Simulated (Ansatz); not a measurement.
`CC[SiH3]`: the same geometry under several functionals.

```yaml
crystal:
  periodic: [false, false, false]
  atoms:
    - {symbol: C, position_ang: [-0.823549, 1.066924, -0.423604]}
    - {symbol: C, position_ang: [-0.543207, -0.415636, -0.195651]}
    - {symbol: Si, position_ang: [1.152616, -0.749698, 0.534646]}
    - {symbol: H, position_ang: [-1.817422, 1.227676, -0.849021]}
    - {symbol: H, position_ang: [-0.097074, 1.509072, -1.110417]}
    - {symbol: H, position_ang: [-0.771575, 1.630891, 0.511389]}
    - {symbol: H, position_ang: [-0.623580, -0.969857, -1.137005]}
    - {symbol: H, position_ang: [-1.293674, -0.848809, 0.474370]}
    - {symbol: H, position_ang: [1.294203, -0.066462, 1.850540]}
    - {symbol: H, position_ang: [2.217433, -0.232745, -0.369431]}
    - {symbol: H, position_ang: [1.371131, -2.208456, 0.734784]}
basis:
  gaussian: {orbitals: def2-TZVPP}
hamiltonian: {xc: {name: B2PLYP}}
```

```sh
$ ansatz run in.yaml --threads 2 --pin off --events-out ev --progress --plain
```

Output, abridged:

```
Functional definition: B2PLYP
1216 factors; integrals over basis functions are off by at most 9.7e-4 eV
mean field evaluation 1: about -10068.7417 eV, gradient 4.4e1 eV
mean field evaluation 2: about -10068.8226 eV, gradient 4.4e1 eV
mean field evaluation 4: about -10073.3033 eV, gradient 2.6e0 eV
mean field evaluation 8: about -10073.3233 eV, gradient 2.4e-1 eV
mean field evaluation 16: about -10073.3235 eV, gradient 1.4e-5 eV
mean field -10073.32345261 eV, -370.1878089397 hartree, gradient 3.1e-6 eV, S^2 0.000000; 0 other end points of the search recorded, 0 dependent functions left out
7 core orbitals not correlated: weight in the atoms' cores, before any rotation towards them, 1.000 or more for the frozen orbitals, at most 0.000 for the correlated occupied ones
reference -10073.32362786 eV, -370.1878153798 hartree; 10, 10 occupied and 199, 199 virtual orbitals, 1216 factors
second order -16.21622957 eV of doubles, -0.00000000 eV of singles
Total energy: -10077.70200984 eV, -370.3487179499 hartree
```

It took 4.8 s on 2 threads of a server CPU on a shared host, with 0.47 GiB of host memory at the peak.

Changing it to `hamiltonian: {xc: hse06, dispersion: d4}` (abridged; 3 s):

```
Functional definition: HSE06
mean field evaluation 16: about -10076.7521 eV, gradient 5.8e-5 eV
mean field -10076.75206351 eV, -370.3138080661 hartree, gradient 5.8e-5 eV, S^2 0.000000
Total energy: -10076.88866267 eV, -370.3188279928 hartree
```

With the line `hamiltonian: {xc: {name: wB97M-V}}` and forces (abridged; 11 s):

```
Functional definition: wB97M-V
mean field -10080.94349311 eV, -370.4678402628 hartree, gradient 6.9e-5 eV, S^2 0.000000
Total energy: -10080.94354498 eV, -370.4678421689 hartree
Atom 0 force    -0.053223     0.208307    -0.037756 eV/Å
Atom 1 force     0.025172    -0.229700     0.027701 eV/Å
Atom 2 force     0.111329    -0.021987     0.047955 eV/Å
Atom 3 force     0.085815    -0.007713     0.036267 eV/Å
Atom 4 force    -0.049953    -0.033103     0.049023 eV/Å
Atom 5 force    -0.002423    -0.041662    -0.065175 eV/Å
Atom 6 force     0.000795     0.046143     0.070061 eV/Å
Atom 7 force     0.052445     0.036783    -0.054169 eV/Å
Atom 8 force    -0.020804    -0.070229    -0.145909 eV/Å
Atom 9 force    -0.121348    -0.052126     0.095915 eV/Å
Atom 10 force    -0.027805     0.165288    -0.023913 eV/Å
Dipole moment:    -0.168160     0.028458    -0.072065 e Å
```

Changing it to `hamiltonian: {xc: {name: BHLYP}, dispersion: d4}` (abridged; 3.2 s):

```
Functional definition: BHLYP
mean field -10081.85785576 eV, -370.5014424705 hartree, gradient 5.4e-5 eV, S^2 0.000000
Total energy: -10082.06220007 eV, -370.5089519852 hartree
```

The same input with `hamiltonian: {xc: {name: LC-wPBE}, dispersion: d4}` (abridged; 3.1 s):

```
WARN the engine holds no damping parameters fitted to this dispersion correction and functional, so the run takes those fitted to pbe0 (hamiltonian.dispersion, under Limitations)
Functional definition: LC-wPBE
mean field evaluation 16: about -10079.6287 eV, gradient 1.5e-5 eV
mean field -10079.62870965 eV, -370.4195228619 hartree, gradient 1.5e-5 eV, S^2 0.000000
Total energy: -10079.77646267 eV, -370.4249526852 hartree
```

Changing it to `hamiltonian: {xc: {name: PBE-QIDH}}` (abridged; 5.5 s):

```
Functional definition: PBE-QIDH
mean field evaluation 16: about -10069.5163 eV, gradient 1.3e-5 eV
mean field -10069.51634883 eV, -370.0479004562 hartree, gradient 2.8e-6 eV, S^2 0.000000
7 core orbitals not correlated: weight in the atoms' cores, before any rotation towards them, 1.000 or more for the frozen orbitals, at most 0.000 for the correlated occupied ones
second order -15.09560005 eV of doubles, -0.00000000 eV of singles
Total energy: -10074.54822857 eV, -370.2328186259 hartree
```

HSE06 is the plane-wave form, built on full-range PBE exchange.

LC-ωPBE has ω = 0.4 bohr⁻¹; the program lends it PBE0's D4 damping.
